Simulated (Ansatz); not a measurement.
Eight cases of ionisation energy with Al to Br (electronic energies, eV), geometries: B3LYP-D3(BJ)/def2-TZVP. Functionals by Ansatz (an electronic-structure program) in def2-TZVPD; columns hold the difference against the high level (Ansatz, AFQMC by cisd_afqmc): A = CCSD(T)/CBS(aug-cc-pV(T+d)Z,aug-cc-pV(Q+d)Z) + [CCSDT(Q) - CCSD(T)]/aug-cc-pV(Q+d)Z + [FCI - CCSDT(Q)]/aug-cc-pV(D+d)Z + core + X2C; B = CCSD(T)/CBS(aug-cc-pV(T+d)Z,aug-cc-pV(Q+d)Z) + [FCI - CCSD(T)]/aug-cc-pV(Q+d)Z + core + X2C; C = CCSD(T)/CBS(aug-cc-pVTZ,aug-cc-pVQZ) + [CCSDT(Q) - CCSD(T)]/aug-cc-pVQZ + [CCSDTQ - CCSDT(Q)]/aug-cc-pVTZ; D = CCSD(T)/CBS(cc-pV(Q+d)Z,cc-pV(5+d)Z) + [CCSDT(Q) - CCSD(T)]/cc-pV(5+d)Z + [FCI - CCSDT(Q)]/cc-pV(D+d)Z + core + X2C; E = CCSD(T)/CBS(cc-pV(Q+d)Z,cc-pV(5+d)Z) + [CCSDT(Q) - CCSD(T)]/cc-pV(T+d)Z + core + X2C; F = CCSD(T)/CBS(cc-pV(T+d)Z,cc-pV(Q+d)Z) + [CCSDT(Q) - CCSD(T)]/cc-pV(T+d)Z + core + X2C. The cases were drawn at random from those of this class that have a high level and all functionals, leaving out states under which another spin lies or may lie. Left out are anions, K, Ca, elements past Kr, ionisation of Li, Na and Mg, pi-pi* triplets of linear molecules and other triplets made from a closed-shell parent. Runs that doubt their state, and full CI more than 15 mEh from coupled cluster, are set aside; a case stays where another high level and all functionals remain. AFQMC serves as high level only in triple zeta or larger, with a steady walk, a bar under 0.8 kcal/mol and agreement with other high levels or trials where they ran; where none ran, an unstable determinant or (outside 3d species) a high T1 diagnostic also bars it, so strongly correlated cases are thinned. No case was kept or dropped by the size of a functional's miss. Each difference is the functional minus the high level; affinities count positive where energy is released, gaps as the second state minus the first. Radicals and triplets start from unrestricted determinants; spin-orbit coupling is neglected. Correlated methods leave the cores frozen (noble-gas shells, and filled d and f shells in the p block). Rows without X2C or -DK are non-relativistic. CBS(X,Y): correlation extrapolated as X^-3, Hartree-Fock from the larger set (Q,5: extrapolated as (X+1)exp(-9√X)). A bracket is a step between two methods taken in the basis named. The functionals are non-relativistic, so their misses hold any scalar relativity. Double hybrids freeze cores in their MP2 part. '+ core + X2C': CCSD(T) terms for core correlation (cc-pwCVTZ, 1s frozen past Ne) and scalar relativity (cc-pVTZ-DK). Full CI freezes restricted core orbitals, also for open shells; the composite that ends in it estimates full CI at the basis-set limit. For partners of very few electrons the exact lower level stands in for a higher one. The T1 diagnostic of O2Si (O=[Si]=O, singlet) reaches 0.027 in the sets run. The restricted determinant of CH4Si (C=[SiH2], singlet) is unstable towards broken spin symmetry in at least one set run. The UHF reference of O2Si+ (parent SMILES O=[Si]=O, doublet) is spin-contaminated (<S^2> up to 0.40 over the pure value in the sets run). The determinant of O2Si+ (parent SMILES O=[Si]=O, doublet) is a saddle point of the SCF energy; a lower one exists, which strains HF and MP2. The spin of O2Si+ (parent SMILES O=[Si]=O, doublet) was assumed, and the state is the lowest solution found for it. The spin of CH4Si+ (parent SMILES C=[SiH2], doublet) was assumed, and the state is the lowest solution found for it.

```csv
case,level,value,PBE,CAM-B3LYP,B2PLYP
Si (triplet) to Si+ (doublet),B,8.15,0.04,-0.04,-0.14
Cl (doublet) to Cl+ (triplet),A,12.99,-0.01,0.09,-0.10
"HCl (SMILES Cl) → HCl+ (parent SMILES Cl, doublet)",D,12.80,-0.11,-0.05,-0.15
Se (triplet) to Se+ (quartet),C,9.62,0.06,0.23,-0.02
"SiO2 (SMILES O=[Si]=O) → SiO2+ (parent SMILES O=[Si]=O, doublet)",E,12.66,-0.47,0.05,0.00
Al (doublet) to Al+ (singlet),B,5.96,0.10,0.04,-0.08
"CH4Si (methylidenesilane, SMILES C=[SiH2]) → CH4Si+ (parent SMILES [SiH2]=C, doublet)",F,8.86,-0.12,-0.23,-0.23
"HOCl (SMILES OCl) → HOCl+ (parent SMILES OCl, doublet)",E,11.13,-0.37,-0.10,-0.21
```

Over these rows, PBE: mean -0.11, mean absolute 0.16, median absolute 0.11, largest -0.47; CAM-B3LYP: mean -0.00, mean absolute 0.10, median absolute 0.07, largest +0.23; B2PLYP: mean -0.12, mean absolute 0.12, median absolute 0.12, largest -0.23 eV. PBE lies above in 3 and below in 5 of the eight.
